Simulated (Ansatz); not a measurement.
# H₃Si–GeH⁺, doublet: the ladder up to UCCSDT(Q)

Geometry: that of the H3Si–GeH, singlet, kept fixed.

```xyz
6

Si    0.0000    0.0278    1.7126
Ge    0.0000   -0.0307   -0.7441
H     0.0000    1.3481    2.4004
H     1.1976   -0.7339    2.1785
H    -1.1976   -0.7339    2.1785
H     0.0000    1.5581   -0.8556
```

Basis cc-pVDZ; Ansatz 0.2.0. Correlated methods freeze the noble-gas cores and the filled d shells of p-block atoms, which leaves 11 electrons in 46 orbitals. R marks a restricted (for open shells ROHF) determinant, U an unrestricted one. Active spaces: valence = (11e, 12o) chosen from the atoms' valence shells. No spin–orbit coupling is included, and no scalar relativity.

Full CI isn't at hand for all of this; UCCSDT(Q) serves as the reference, and is uncertain by about the last step of the cluster series. The frozen core follows each run's orbitals, which can shift R against U totals by a few meV for light atoms and by up to 0.1 eV past Ca.

The UHF ⟨S²⟩ is 0.772, the T1 diagnostic (RCCSD) is 0.0270 and the largest doubles amplitude (RCCSD) is 0.039. The T1 diagnostic (UCCSD) is 0.0183.

From what is known of these methods and the diagnostics, rank them by the size of their error in total energy against UCCSDT(Q) in cc-pVDZ, smallest first (an estimate: the text doesn't fix the numbers).
A. UHF
B. UCCSDT
C. UCCSD(T)
D. UCCSD
E. UMP2

B (5 meV), C (40 meV), D (175 meV), E (1385 meV), A (5657 meV).

All errors are against UCCSDT(Q) in cc-pVDZ. Within each family the higher level lies nearer, as is usual though not guaranteed.

Natural occupations of CASSCF (valence space) about the gap: 1.973 1.971 1.970 1.945 1.000 0.037 0.034 0.029 0.021 0.020; effectively unpaired electrons, Σ n²(2−n)², 1.04.
